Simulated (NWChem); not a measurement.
SO, triplet; SMILES O=S

```xyz
2

O      0.0000     0.0000    -0.9954
S      0.0000     0.0000     0.5064
```
Atoms are numbered in this order, from 1.

Computed with NWChem. Spin-unrestricted. All runs use the structure optimised with PBE0/def2-SVP, spin-unrestricted. No stability test was run on the SCF state. Vertical excitations in the gas phase; the lowest state need not have the same character in each row. Excited states of an open shell can be spin-contaminated.

For level BHandHLYP/def2-SVPD, TDA:

| Property | Value |
|---|---|
| lowest excitation (eV) | 4.37 |
| lowest empty minus highest occupied level, either spin (eV) | 6.88 |

Question: How do the values read with level B3LYP/def2-SVPD, TDA instead?

Answer: The lowest excitation (eV) is 4.68. The lowest empty minus highest occupied level, either spin (eV) is 3.67.
